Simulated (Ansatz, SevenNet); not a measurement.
# bcc Nb: properties by level of theory

Reference values: lattice constant a 3.294 Å (measured, static lattice: zero-point anharmonic expansion removed; as tabulated in Mejia-Rodriguez and Trickey (2018), arXiv:1807.09216); bulk modulus 173 GPa (measured, 0 K value with the zero-point phonon effect removed; as tabulated in Mejia-Rodriguez and Trickey (2018), arXiv:1807.09216).

| level (code) | lattice constant a (Å) | bulk modulus B0 (GPa) |
|---|---|---|
| SevenNet-0 | 3.320 | ? |
| PBEsol (Ansatz) | 3.271 | 181 |
| RPBE (Ansatz) | 3.329 | 162 |
| PBEsol-D3(BJ) (Ansatz) | 3.229 | 195 |
| B3LYP (VWN-RPA form) (Ansatz) | 3.333 | 158 |

Complete the blanks.


- SevenNet-0, bulk modulus B0 (GPa): 174

Differences from the reference values (errors of the level alone only where the reference is corrected to a static lattice):

```tsv
level	lattice constant a (%)	bulk modulus (%)
SevenNet-0	+0.79	+0.6
PBEsol	-0.70	+4.6
RPBE	+1.06	-6.4
PBEsol-D3(BJ)	-1.97	+12.7
B3LYP (VWN-RPA form)	+1.18	-8.7
```

Nearest: lattice constant a, PBEsol or SevenNet-0; bulk modulus, SevenNet-0.

Machine-learned potentials (SevenNet-0) are trained on DFT data: a solid inside that data is no test of them.

Ansatz's density-functional and Hartree–Fock values are scalar-relativistic unless marked +SOC, with PAW data made under PBE.

Differences are worked out from the printed values.

Static lattice: no zero-point or thermal effects.

Ansatz is a first-principles code.
